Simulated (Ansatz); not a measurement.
Au (fcc, Cu type): values from a third-order Birch-Murnaghan fit to a volume scan beside measured ones. Computed values: r2SCAN (plane waves to 500 eV, PAW, scalar-relativistic; Ansatz, an electronic-structure program). Au was relaxed with its symmetry unable to fall. Spin-orbit coupling is left out, though Au is heavy.

```json
[
 {"quantity": "Lattice constant a (Å)", "reference": "4.062", "kind": "measured, corrected to the static lattice"},
 {"quantity": "Bulk modulus B₀ (GPa)", "reference": "182", "kind": "measured, corrected to the static lattice"}
]
```

References as given in: Daniel Mejia-Rodriguez, S. B. Trickey, Physical Review B (2018), arXiv:1807.09216.

**Question.** Estimate the r2SCAN values and the sign and size of each difference.

**Answer.** 
```csv
quantity,r2SCAN,difference
Lattice constant a (Å),4.125,+1.5 %
Bulk modulus B₀ (GPa),154,-15.3 %
```

r2SCAN overestimates the lattice constant a by 1.5 %. r2SCAN underestimates the bulk modulus B₀ by 15.3 %.

(Under strain, the slope of the energy per volume gives the stress and its curvature an elastic modulus.)
